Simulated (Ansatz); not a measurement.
Ansatz (a first-principles code) input:

Ansatz 0.2 input:
```yaml
crystal:
  periodic: [false, false, false]
  atoms:
    - {symbol: C, position_ang: [1.14995060, -0.54805815, 0.07775131]}
    - {symbol: C, position_ang: [0.10013169, 0.48549506, 0.15382061]}
    - {symbol: O, position_ang: [-1.15118388, -0.08480778, -0.21949146]}
    - {symbol: H, position_ang: [-1.80250648, 0.62027496, -0.28928720]}
    - {symbol: H, position_ang: [0.05460212, 0.90627730, 1.17027120]}
    - {symbol: H, position_ang: [0.34691307, 1.32963965, -0.51637605]}
    - {symbol: H, position_ang: [2.11023961, -0.38271992, 0.54416248]}
    - {symbol: H, position_ang: [0.99972909, -1.41963110, -0.54227020]}
basis:
  gaussian:
    orbitals: def2-TZVP
hamiltonian:
  xc: b3lyp
  dispersion: d3bj
magnetization: {spin_polarized: true, initial_magnetization: 1}
phonons: {temperatures: {t_min: 298.15, t_max: 298.15, t_step: 100}}
```

**Question.** Predict the final energy.

**Answer.** -154.44198 Eh (B3LYP-D3(BJ)/def2-TZVP). The basis has 123 functions.

It need not be the lowest isomer of its formula.
